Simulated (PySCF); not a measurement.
## Telling isomers of CHN apart by NMR

Level of theory: PBE0/pcSseg-1 with gauge-including orbitals, geometry: PBE0-D3(BJ)/def2-SVP, J: B3LYP/pcJ-1, in PySCF (gas phase, one conformer, relativity neglected, fast rotation and ring inversion assumed for equivalent nuclei).

Chemical shifts δ = σref − σ; ¹H (σ = 31.27 ppm) and ¹³C (σ = 184.41 ppm) vs TMS, all at this level. Multiplet labels drop J under 1 Hz and among equivalent protons, and merge close values. Unscaled 3J(H,H) run several per cent high. Shifts are as computed. Against solution values, carbons near 30 ppm lie about +2 ppm off and those near 130 ppm about +5 ppm. Of 1211 compounds with measured shifts, 218 miss one by over three times the rms of a fit or turn the order of signals round; such compounds aren't used in these exercises. OH and NH positions are gas-phase values without hydrogen bonding to other molecules.

(1) Tabulate the signals of `C#N`, `[C-]#[NH+]` and their relative energies.

(2) What is the quickest way to tell C#N from [C-]#[NH+]?

Answers

(1) 
| SMILES | carbon types | δC | δH | E rel. (kcal/mol) |
| --- | --- | --- | --- | --- |
| C#N | 1×CH | 112.5 | 2.63 (s, 1H) | 0.0 |
| [C-]#[NH+] | 1×C | 181.2 | 3.71 (br s, 1H) | 13.8 |

Energies are electronic energies at PBE0/pcSseg-1 on these geometries, without zero-point or thermal terms, each for the one conformer computed, which needn't be the lowest.

(2) Both give the same number of carbon signals, but DEPT or the intensities differ. The first has a nitrile carbon (CH) at 112.5 ppm, the second an isocyanide carbon (C) at 181.2 ppm.
